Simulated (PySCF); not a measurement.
# Carbon: a sound run and one with changed settings

Sound run: C [He] 2s2 2p2, C⁺ [He] 2s2 2p1. Computed with PySCF 2.14 in aug-cc-pVDZ (4s3p2d, 23 functions), with the non-relativistic Hamiltonian (point nucleus). In the sound run the correlated levels freeze 1s2. The sound run starts from symmetry-adapted Hartree-Fock orbitals and uses a fine grid where one is needed.

Changed run: all electrons correlated in a basis built for the valence shell.

```tsv
species	method	sound run (hartree)	changed run (hartree)	converged
C	MP2	-37.74146	-37.74290	yes
C	CCSD(T)	-37.76487	-37.76614	yes
C⁺	MP2	-37.33191	-37.33330	yes
C⁺	CCSD(T)	-37.35820	-37.35935	yes
```

Ionisation energy of C:

```
 method  sound run (eV)  changed run (eV)
    UHF          10.817            10.817
    MP2          11.145            11.146
SCS-MP2          11.036            11.035
   CCSD          11.050            11.054
CCSD(T)          11.066            11.069
```

A valence basis has no tight correlating functions, so it recovers only part of the core correlation, and not evenly between atom and ion.

For comparison, NIST gives 11.260 eV between the lowest levels.
